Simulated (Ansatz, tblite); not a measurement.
Dissociation curve of CH, doublet. Each curve is given relative to its own lowest point near equilibrium.

```tsv
R / Å	A	B	C
0.89	25.6	32.3	30.5
0.96	10.0	13.9	12.6
1.01	4.0	6.3	5.3
1.05	1.3	2.6	2.0
1.08	0.3	1.0	0.6
1.13	0.0	0.0	0.0
1.15	0.3	0.1	0.3
1.22	2.7	2.1	2.9
1.25	4.2	3.6	4.7
1.31	7.9	7.4	9.1
1.39	13.8	13.5	16.1
1.54	26.3	26.1	31.8
1.68	38.5	37.5	47.7
1.88	55.4	51.5	60.7
2.00	64.6	58.1	64.9
2.24	80.6	—	69.1
2.48	93.2	—	70.7
2.77	104.0	—	71.4
3.09	—	—	71.7
3.42	—	—	71.8
3.91	—	—	71.9
4.58	—	—	71.9
```

Energies in kcal/mol.

Q: Assign the columns to these levels of theory: GFN2-xTB, 300 K electronic temperature in tblite; CCSDT(Q)/B on ROHF/def2-SVP, frozen core in Ansatz (a program for electronic structure); Ansatz with MP2 on UHF/def2-SVP, frozen core.

A: A is GFN2-xTB; B is ROCCSDT(Q); C is UMP2.

Dashes: no converged value, or the column stops at the first point that the program doubted or that broke a chosen test of continuity, which isn't proof of a fault.

The T1 diagnostic of CCSD on the restricted reference of ROCCSDT(Q) exceeds 0.045 at 2.00 to 2.24 Å. The unrestricted determinant behind UMP2 is spin-contaminated at 0.89 to 4.58 Å (<S²> up to 1.8, against 0.75 for a pure doublet).
